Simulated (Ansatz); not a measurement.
Redistribution: C5H10 + C4H8O2 → C4H8O + C5H10O

Species: C5H10 (1-pentene) `C=CCCC`, singlet; C4H8O2 (butyric acid) `CCCC(=O)O`, singlet; C4H8O (3-buten-1-ol) `C=CCCO`, singlet; C5H10O (2-pentanone) `CCCC(C)=O`, singlet. The partners trade CH3 for OH; both sit on C, so the bond types are kept.

Shapes, held fixed at every level: PBE0-D4/def2-TZVP. Flexible molecules stand in one conformer, not always the lowest. Programs: Ansatz 0.2.0. Electronic energies: no zero-point or thermal term.

Question: Estimate ΔE of this reaction.

Answer: The highest level, CCSD(T)/CBS estimate, gives ΔE = +88.1 kJ/mol; the levels span +88.1 to +95.7. The column of differences is taken from that level and isn't an error. No measured value is set beside it here. The CBS estimate extrapolates MP2 from def2-TZVPP and def2-QZVPP and adds CCSD(T) − MP2 in the triple-zeta set, cores frozen.

```tsv
level	kind	ΔE (kJ/mol)	less CCSD(T)/CBS estimate
PBE-D4/def2-TZVPP	GGA	+93.3	+5.2
r2SCAN-D4/def2-TZVPP	meta-GGA	+95.7	+7.6
PBE0-D4/def2-TZVPP	global hybrid	+93.6	+5.5
wB97M-V/def2-TZVPP	range-separated hybrid	+91.2	+3.1
B2PLYP/def2-TZVPP	double hybrid	+93.7	+5.6
MP2/def2-TZVPP	perturbation theory	+95.1	+7.0
CCSD(T)/def2-TZVPP	coupled cluster or CI	+89.9	+1.8
CCSD(T)/CBS estimate	coupled cluster or CI	+88.1	0.0
```
